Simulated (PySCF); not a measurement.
One molecule, one basis, several functionals.

Compound: C₄H₇ClO.
SMILES: `CO[C@@H]1C[C@H]1Cl`

Torsions of this conformer, `[CH3:1][O:2][C@@H:3]1[CH2:4][C@H:5]1[Cl:6]`: C1–O2–C3–C4 155°.

PySCF, def2-SVPD basis, density fitting, gas phase, PBE0-D3(BJ)/def2-SVP geometry; singlet excitations by full TDDFT with frozen cores, triplets by Tamm–Dancoff TDDFT and ionisation energies by ΔSCF, from the lowest of the holes tried. One functional is left out:

```csv
functional,exact exchange (%),HOMO energy (eV),LUMO energy (eV),lowest singlet excitation (eV),lowest triplet excitation (eV),mean polarisability (au),vertical ionisation energy (eV)
LDA,0,-6.10,-0.67,5.63,5.29,69.7,9.08
PBE,0,-5.98,-0.50,5.66,5.27,69.1,8.93
PBE0,25,-7.38,0.50,6.45,5.90,66.1,9.35
BHandHLYP,50,-8.69,1.22,6.97,6.35,64.3,9.63
```

**Question.** Predict the row of B3LYP (20 % exact exchange) by straight lines through the other rows, and check it.

**Answer.** 
```csv
property,line,computed,computed − line,"PBE0 (25 %), for comparison"
HOMO energy (eV),-7.10,-7.16,-0.06,-7.38
LUMO energy (eV),0.18,0.23,+0.05,0.50
lowest singlet excitation (eV),6.21,6.30,+0.09,6.45
lowest triplet excitation (eV),5.73,5.82,+0.09,5.90
mean polarisability (au),67.2,66.9,-0.3,66.1
vertical ionisation energy (eV),9.26,9.32,+0.06,9.35
```

**Question.** Which of these properties follows the share of exact exchange most closely, and which least?

**Answer.** Most closely the HOMO energy, least the vertical ionisation energy; the correlations over the tabulated rows are HOMO energy -0.999, lowest triplet excitation 0.997, lowest singlet excitation 0.994, LUMO energy 0.992, mean polarisability -0.985, vertical ionisation energy 0.979. The HOMO energy moves by -0.531 eV for every 10 %. Functionals with the same share still differ in their other parts: at 0 % LDA and PBE differ by 0.12 eV in it.
